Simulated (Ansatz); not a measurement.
**CH5 (doublet): from Hartree-Fock to the top rungs at distance H1–H2 along a hydrogen transfer = 0.844 Å, cc-pVDZ**

How much of the correlation energy of CH5 (doublet) does each wave-function method recover here?

Computed with Ansatz 0.2.0, Gaussian basis. Level: cc-pVDZ, core rule «outside noble gas», up to 1 orbitals frozen.

Plan: UHF; CCSD(T) on ROHF; CCSD(T) on UHF; BCCD(T) on ROHF; CISD; CCSDT(Q) on ROHF; CCSDT(Q) on UHF; CASSCF and MRCISD+Q, 3 electrons in 3 orbitals; CASSCF and NEVPT2, 3 electrons in 3 orbitals; CASSCF and MRCISD+Q, 9 electrons in 9 orbitals; CASSCF and NEVPT4(SD), 9 electrons in 9 orbitals; CASSCF and NEVPT2, 9 electrons in 9 orbitals.

7 further runs of the same task are left out: 6 that didn't finish, 1 set aside as unsound or not needed.

### Step 1. The system

The geometry derives from fragments relaxed apart (PBE0/def2-TZVP) and kept rigid, so it is no stationary point. A hydrogen atom is moved between rigid fragments.

6 atoms, charge 0, spin multiplicity 2.

Atoms are counted from 1 here; the program's logs count them from 0.

Bond lengths: H1–H2 0.844 Å, H2–C3 1.223 Å, C3–H4 1.080 Å, C3–H5 1.080 Å, C3–H6 1.080 Å. Angles: H1–H2–C3 180.0°, H2–C3–H4 90.0°, H2–C3–H5 90.0°, H2–C3–H6 90.0°, H4–C3–H5 120.0°, H4–C3–H6 120.0°, H5–C3–H6 120.0°.

### Step 2. UHF

Input file in.yaml:

```yaml
crystal:
  periodic: [false, false, false]
  atoms:
    - {symbol: H, position_ang: [-1.872511, 0.000000, 0.000000]}
    - {symbol: H, position_ang: [-1.028511, 0.000000, 0.000000]}
    - {symbol: C, position_ang: [0.194489, 0.000000, 0.000000]}
    - {symbol: H, position_ang: [0.194489, -1.080023, 0.000000]}
    - {symbol: H, position_ang: [0.194489, 0.540011, 0.935327]}
    - {symbol: H, position_ang: [0.194489, 0.540012, -0.935327]}
basis:
  gaussian: {orbitals: cc-pVDZ}
magnetization: {spin_polarized: true, initial_magnetization: 1}
hamiltonian: {xc: hf}
output: {orbitals: {seedname: orbitals}}
```

Launch:

```sh
$ ansatz run in.yaml --threads 1 --pin off --events-out ev --progress --plain --max-ram 2393MiB
```

Further steps of the session: CCSD(T) on ROHF; CCSD(T) on UHF; BCCD(T) on ROHF; CISD; CCSDT(Q) on ROHF; CCSDT(Q) on UHF; CASSCF and MRCISD+Q, 3 electrons in 3 orbitals; CASSCF and NEVPT2, 3 electrons in 3 orbitals; CASSCF and MRCISD+Q, 9 electrons in 9 orbitals; CASSCF and NEVPT4(SD), 9 electrons in 9 orbitals; CASSCF and NEVPT2, 9 electrons in 9 orbitals.

Q: Predict the results of all the runs planned. Wanted: UCCSDT(Q) below the RHF energy; RMP2 from UCCSDT(Q); UMP2 from UCCSDT(Q); RCCSD from UCCSDT(Q); RCCSD(T) from UCCSDT(Q); UCCSD(T) from UCCSDT(Q); RCCSDT(Q) from UCCSDT(Q); NEVPT2 pair from UCCSDT(Q); MRCISD+Q pair from UCCSDT(Q).

As calculated:

```
                         quantity                                                                                    value
   UCCSDT(Q) below the RHF energy                                                                               -5.8426 eV
              RMP2 from UCCSDT(Q)                                                                             +83.0 kJ/mol
              UMP2 from UCCSDT(Q)                                                                             +88.9 kJ/mol
             RCCSD from UCCSDT(Q)                                                                             +14.1 kJ/mol
          RCCSD(T) from UCCSDT(Q)                                                                              +1.9 kJ/mol
          UCCSD(T) from UCCSDT(Q)                                                                              +2.0 kJ/mol
         RCCSDT(Q) from UCCSDT(Q)                                                                               0.0 kJ/mol
       NEVPT2 pair from UCCSDT(Q)                                                                             +80.7 kJ/mol
     MRCISD+Q pair from UCCSDT(Q)                                                                              +2.8 kJ/mol
    NEVPT2 valence from UCCSDT(Q)                                                                             +78.0 kJ/mol
levels within 1 kcal/mol (43 meV)  RCCSD(T), UCCSD(T), BCCD(T), RCCSDT, UCCSDT, RCCSDT(Q), MRCISD+Q pair, MRCISD+Q valence
                    T1 diagnostic                                                                                    0.019
   effectively unpaired electrons                                                                                     1.02
```

In words: RCCSD(T) lands +1.9 kJ/mol from the yardstick (0.3 % of the correlation energy). One determinant dominates. Of the multireference levels listed MRCISD+Q valence comes nearest in total energy (+0.6 kJ/mol), which doesn't show that its space is the better one. These misses are within one basis, not against nature; the frozen cores of restricted and unrestricted runs differ, which can shift their rows.
